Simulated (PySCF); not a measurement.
C3H5Cl, SMILES C=CCCl, point group C1.

Level: PBE0/pcSseg-1 in PySCF (density fitting, grid level 2); geometry and Hessian at that level, cubic constants and property derivatives from steps of ±0.6 along each species' dimensionless normal coordinates, second-order vibrational perturbation theory. The parent has the commonest isotopes.

Equilibrium geometry (Å):

```json
{"atom": "C1", "x": "1.3929", "y": "0.2349", "z": "-0.2471"}
{"atom": "C2", "x": "0.3273", "y": "-0.3282", "z": "0.3097"}
{"atom": "C3", "x": "-1.0672", "y": "-0.0740", "z": "-0.1341"}
{"atom": "Cl4", "x": "-2.0604", "y": "0.6468", "z": "1.1923"}
{"atom": "H5", "x": "1.3006", "y": "0.9475", "z": "-1.0664"}
{"atom": "H6", "x": "2.3992", "y": "0.0026", "z": "0.0942"}
{"atom": "H7", "x": "0.4470", "y": "-1.0289", "z": "1.1371"}
{"atom": "H8", "x": "-1.5785", "y": "-0.9998", "z": "-0.4122"}
{"atom": "H9", "x": "-1.1067", "y": "0.6231", "z": "-0.9743"}
```

(1) Give the equilibrium and ground-state rotational constants (MHz) of parent; ²H at 5.

(2) How is the parent's vibrational correction B0 − Be made up?

(3) And its quartic centrifugal distortion constants from the harmonic force field?

A mode lies under 250 cm⁻¹, where this perturbation treatment is rough. Internal rotors are held in one well.

Results:

(1) 
```csv
species,Ae,Be,Ce,A0,B0,C0,Δ0 (u Å²),harmonic ZPE (cm⁻¹)
parent,21727,2786.3,2703.4,21741,2767.9,2683.6,-17.512,15735
²H at 5,20308,2676.7,2621.4,20336,2658.6,2602.1,-20.721,15053
```

Δ0 = Ic − Ia − Ib from the ground-state constants.

(2) 
| axis | harmonic | Coriolis | cubic | total (MHz) |
| --- | --- | --- | --- | --- |
| a | 132 | -75 | -42.7 | 14.2 |
| b | 3.4 | -1.23 | -20.6 | -18.5 |
| c | 2.82 | -1.33 | -21.3 | -19.9 |

(3) Asymmetric top, A reduction, Ir representation: ΔJ = 1.63 kHz, ΔJK = -57.3 kHz, ΔK = 878 kHz, δJ = 0.115 kHz, δK = -34.9 kHz.
